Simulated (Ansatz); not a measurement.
A nudged elastic band was laid between two geometries of C$_{2}$H$_{7}$Al (10 atoms, charge 0, multiplicity 1).

Theory: RKS B3LYP/def2-SVP (Ansatz).

| Quantity | Value |
| --- | --- |
| movable images | 1 |
| climbing image | yes |
| spring | 5.0 eV/Å² |
| optimiser | quadratic models (default) |
| start path | IDPP |
| force threshold | 0.03 eV/Å |
| iteration limit | 60 |
| end points | relaxed |

First end point:

```xyz
10
Properties=species:S:1:pos:R:3
C -1.059 0.360 -0.679
C -0.079 -0.675 -0.083
Al 1.425 0.114 0.926
H -1.881 -0.124 -1.234
H -0.560 1.046 -1.386
H -1.529 0.984 0.101
H 0.327 -1.303 -0.897
H -0.635 -1.363 0.580
H 1.300 0.393 2.488
H 2.775 0.517 0.186
```

Last end point:

```xyz
10
Properties=species:S:1:pos:R:3
C -1.254 0.290 -0.382
C 0.024 -0.560 -0.291
Al 1.544 0.149 0.744
H -2.039 -0.198 -0.986
H -1.059 1.274 -0.841
H -1.687 0.487 0.613
H 0.409 -0.787 -1.306
H -0.208 -1.561 0.126
H 1.475 1.565 1.471
H 2.879 -0.710 0.855
```

Problem. Which bonds break or form, and what moves?

Solution. No bond is made or broken. The dihedral H8–C2–Al3–H10 goes from 149 to 55°.

Problem. What energy profile does the band end with?

Solution. The run converged. The highest image is number 0 of 0 to 2, 0.000 eV above the first end and 0.035 eV above the last; the last end lies 0.035 eV below the first. The highest image is an end point: on this band no image between the ends rises above it. So few images can step over the top or miss a turn of the path.

```json
{"image": "0", "path coordinate (Å)": "0.00", "energy (eV)": "0.000", "dihedral H8–C2–Al3–H10 (°)": "149"}
{"image": "1", "path coordinate (Å)": "0.18", "energy (eV)": "0.000", "dihedral H8–C2–Al3–H10 (°)": "143"}
{"image": "2", "path coordinate (Å)": "2.55", "energy (eV)": "-0.035", "dihedral H8–C2–Al3–H10 (°)": "55"}
```

The band took 11 iterations and about 30 core-seconds.

Time of the run: 32 s on 1 thread of Arm Neoverse V2, on a shared host, peak memory 0.14 GiB.
